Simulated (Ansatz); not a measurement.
**Scan of [H···H···O], triplet**

Starting geometry:

```xyz
3

H     0.0000    0.0000   -0.9980
H     0.0000    0.0000   -0.2530
O     0.0000    0.0000    1.2510
```

From there H2 is moved from one fragment to the other while all else, the fragments' distance too, stays fixed, so the hump isn't the reaction's barrier; atoms are numbered as listed. Energies are in kcal/mol, counted from the starting geometry at the same level. Kohn–Sham curves are unrestricted where that lies lower.

Basis 6-31G; Ansatz 0.2.0. Correlated methods freeze the noble-gas cores.

Full CI is exact within this basis and frozen core; it isn't the basis-set limit.

```
distance H1-H2 (Å)  wB97M-V
             0.693      0.7
             0.745      0.0
             0.818      2.1
             0.892      5.7
             0.965      9.1
             1.039     11.0
             1.112     11.2
             1.186     10.7
             1.259     11.4
```

Task: Estimate the full CI curve in 6-31G from this one, knowing how wB97M-V errs.

Result: The computed full CI values, in kcal/mol from the starting point, and the error of wB97M-V against them:
```csv
distance H1-H2 (Å),full CI,wB97M-V less full CI
0.693,0.0,0.7
0.745,0.0,0.0
0.818,3.2,-1.2
0.892,8.1,-2.3
0.965,12.3,-3.2
1.039,14.4,-3.4
1.112,14.1,-2.9
1.186,12.6,-1.9
1.259,12.2,-0.8
```

The error spans 4.1 kcal/mol and is largest, -3.4 kcal/mol, at 1.039 Å.

In so small a basis the reference is far from its limit while semilocal and hybrid functionals are nearer theirs, so the functionals' errors here hold much of the reference's basis and frozen-core error, which can add to them or hide them.
